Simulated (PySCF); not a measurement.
# C4H4N2 (Pyrimidine): the cost of one run

Programs: PySCF 2.14.0, with density-fitted response routines of our own. Each step states its level of theory. These are calculated values for one molecule in the gas phase, unless marked as measured. Atoms are numbered from 0 throughout.

## (1) Starting geometry

10 atoms, charge 0, multiplicity 1; geometry from: MMFF94s. The atoms were then displaced at random by about 0.03 Å, so the start is not that level's minimum.

Bonds of the start (Å): C0–C1 1.28, C1–N2 1.30, N2–C3 1.44, C3–N4 1.37, N4–C5 1.35, C5–C0 1.41, C0–H6 1.12, C1–H7 1.03, C3–H8 0.98, C5–H9 1.07.

## (2) Relaxing the molecule at PBE0-D3(BJ)/def2-SVP

The job: settings as JSON, then the geometry in Å.

```
{"job": {"xc": "PBE0", "basis": "def2-SVP", "d3": "d3bj", "grid": 1, "shake": 0.03, "kind": "geom"}, "charge": 0, "multiplicity": 1}
C     -1.085830    -0.004790     0.013460
C     -0.505430    -1.149670    -0.012010
N      0.792060    -1.259090    -0.032740
C      1.634780    -0.089430    -0.011810
N      0.993880     1.115850    -0.026360
C     -0.354460     1.202630    -0.000950
H     -2.196770     0.133470     0.002510
H     -0.989010    -2.057980    -0.025200
H      2.611840    -0.147810     0.055950
H     -0.776380     2.180060     0.041560
```

Command:

```
OMP_NUM_THREADS=1 python probes_run.py task.json out
```

One launch serves the whole session: the jobs run in the order shown.

**Question.** How long does this first job take on 1 thread of Arm Neoverse N1, shared host, and how much memory does it need?

About 46 s, with a peak of 0.42 GiB.
